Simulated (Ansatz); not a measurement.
Counterpoise correction, worked out

The pair of OH⁻ (SMILES [OH-], atoms 1–2) and CH$_{4}$ (SMILES C, atoms 3–7), both closed shells, in one local arrangement (a lower one may exist), relaxed at PBE0-D4/def2-TZVPD:

```csv
atom,x (Å),y (Å),z (Å)
O1,-0.4048,0.3395,-2.0476
H2,0.1282,-0.0943,-2.7218
C3,0.0552,-0.0490,0.9493
H4,-0.6553,0.6024,1.4678
H5,-0.1286,-1.0831,1.2582
H6,1.0699,0.2317,1.2493
H7,-0.0646,0.0528,-0.1552
```

Ansatz 0.2.0; basis: def2-TZVPPD; cores frozen in the correlated methods.

MP2 total energies in eV:

| system | geometry | basis functions | energy |
| --- | --- | --- | --- |
| pair | pair | all | -3159.80524 |
| OH⁻ | as in the pair | all (partner as ghosts) | -2059.90649 |
| CH$_{4}$ | as in the pair | all (partner as ghosts) | -1099.67047 |
| OH⁻ | as in the pair | its own | -2059.88405 |
| CH$_{4}$ | as in the pair | its own | -1099.66639 |
| OH⁻ | free (PBE0-D4 minimum) | its own | -2059.88417 |
| CH$_{4}$ | free (PBE0-D4 minimum) | its own | -1099.68733 |

(1) Work out the interaction energy with and without the counterpoise correction, the superposition error, and the binding energy from the relaxed fragments.

T1 diagnostic: at most 0.025.

## Answers

(1) Without correction: -3159.80524 − (-2059.88405) − (-1099.66639) = -0.25480 eV.
With correction (each fragment in the whole basis): -3159.80524 − (-2059.90649) − (-1099.67047) = -0.22828 eV = -5.26 kcal/mol.
The superposition error is the difference, 0.02652 eV, 10 % of the uncorrected value: each fragment borrows its partner's functions.
Deformation from the free shapes: 0.00012 eV for OH⁻ and 0.02094 eV for CH$_{4}$.
Binding energy from relaxed fragments: -0.22828 + 0.00012 + 0.02094 = -0.20722 eV = -4.78 kcal/mol (electronic, without zero-point energy; negative means bound). For comparison, the corrected interaction energy by CCSD(T) at an estimated basis limit (MP2 extrapolated from triple and quadruple zeta, plus CCSD(T) − MP2 in triple zeta) is -0.266 eV.

For scale, one of the runs: CCSD(T)/def2-TZVPPD, 162 basis functions, launched by `ansatz run in.yaml --threads 2 --pin off --events-out ev --progress --plain --max-ram 5222MiB`. The run took 7 s on 2 CPU threads of an Intel Xeon 6975P-C (shared host), with 1.3 GiB of host memory at its peak.
